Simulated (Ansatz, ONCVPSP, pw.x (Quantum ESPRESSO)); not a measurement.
# Sm (Z = 62) (diamond): variants of one ONCV potential in the solid

- Element: Sm
- Generator: ONCVPSP 4.0.1.1 (patched build)
- Type: optimised norm-conserving Vanderbilt (ONCV)
- Functional: PBEsol
- Relativity: scalar-relativistic
- Frozen core: [Kr] 4d10
- Valence charge: 16
- Reference configuration: 4f5.5 5s2 5p6 5d0.5 6s2
- Partial waves: 5s+6s: rc 2.15 bohr, ncon 5, nbas 9, qcut 6.3 1/bohr, 2 projectors; 5p: rc 2.10 bohr, ncon 5, nbas 9, qcut 8.3 1/bohr, 1 projector; 5d: rc 2.25 bohr, ncon 5, nbas 8, qcut 4.2 1/bohr, 1 projector; 4f: rc 1.45 bohr, ncon 4, nbas 8, qcut 10.9 1/bohr, 1 projector
- Local potential: polynomial inside 1.45 bohr (lpopt 5, dvloc0 0 Ha)
- Core correction: Teter function, fcfact 5.5, rcfact 1.45

Crystal test: diamond Sm in pw.x 7.5, no spin, 9³ k-points, Fermi–Dirac smearing 0.01 Ry, cutoffs set for each file from its atomic test. The reference is all-electron LAPW (Ansatz 0.2.0) with the same functional, mesh and smearing; V0 and B0 come from Birch–Murnaghan fits to the pressures at five volumes. Errors are pseudo minus all-electron; Δ is the rms difference of the E(V) curves that follow from these fits, minima aligned, over ±6 % about the mean V0. Mesh and smearing are coarse, so the numbers serve the comparison and aren't converged zero-temperature values; the lattice is a test structure that the element need not adopt. Spin polarisation and strong correlation are left out, which matters for this element.

All-electron: a0 = 5.433 Å (V0 = 20.04 Å³/atom), B0 = 137.8 GPa.

Base: Atomic configuration tests: tests left out (the all-electron energies of this program are off by 10 to 40 meV for near-neutral 4f atoms).

3 further variants are left out: they gave no file fit for a test, a broken result, the same result as the base, or pressures whose basis-set error rivals the error shown.

| change | cutoffs (Ry) | pw.x | a0 (Å) | a0 error (%) | B0 error (%) | Δ (meV/atom) | mean pressure error (GPa) |
| --- | --- | --- | --- | --- | --- | --- | --- |
| base | 165/660 | converged | 5.419 | -0.25 | +0.7 | 4.4 | -0.99 |
| all radii but the core radius scaled by about 1.31 (s 2.82, p 2.76, d 2.96, f 1.90 bohr); local potential polynomial inside 1.90 bohr (lpopt 5, dvloc0 0 Ha) | 110/440 | converged | 5.420 | -0.24 | +3.3 | 4.2 | -0.96 |

Q: Give the row for: all radii but the core radius scaled by about 1.19 (s 2.56, p 2.50, d 2.68, f 1.72 bohr); local potential polynomial inside 1.72 bohr (lpopt 5, dvloc0 0 Ha).

A: pw.x: converged; mean pressure error (GPa): -0.59; a0 (Å): 5.424; a0 error (%): -0.15; B0 error (%): +1.5; Δ (meV/atom): 2.6.
